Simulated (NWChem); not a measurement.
System: LiH; SMILES [LiH]

Computed with NWChem. The level has its own optimisation; frequencies are unscaled.

Predict the results for B3LYP/aug-cc-pVTZ. Quantities: r H–Li (Å); highest harmonic frequency (cm⁻¹); zero-point energy (kcal/mol); dipole (D).


| Property | Value |
|---|---|
| r H–Li (Å) | 1.590 |
| highest harmonic frequency (cm⁻¹) | 1420 |
| zero-point energy (kcal/mol) | 2.0 |
| dipole (D) | 5.72 |
